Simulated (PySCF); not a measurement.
H: electron affinity

H⁻ 1s2 (1S) → H 1s1 (2S), as a difference of total energies. All numbers are calculated (PySCF 2.14, the spin-free X2C one-electron Hamiltonian (Gaussian nucleus), in dyall-av3z). Correlated levels: valence: nothing frozen; virtual orbitals above 40 to 60 times the deepest correlated orbital energy dropped. The calculations carry no spin-orbit coupling.

```csv
method,electron affinity (eV)
UHF,-0.329
LDA,0.939
PBE,0.719
PBE0,0.621
r2SCAN,0.722
wB97X-V,0.705
PW91,0.749
MP2 (valence),0.446
SCS-MP2 (valence),0.601
```

Question: Estimate what BHandHLYP gives.

Answer: 0.668 eV, closest to wB97X-V among the rows shown.

Question: Estimate what TPSS gives.

Answer: 0.805 eV, closest to PW91 among the rows shown.

Errors of the correlated levels include the incompleteness of this basis.

A negative affinity means that the anion lies above the atom at that level of theory.

In the anion the highest occupied orbital energy is positive at LDA, PBE, PBE0, r2SCAN, TPSS, BHandHLYP, PW91, a self-interaction effect; the basis confines that electron, and the energy difference can still be sensible.

For comparison: 0.754 eV (measured; photodetachment measurements, as compiled on the Wikipedia data page of electron affinities).
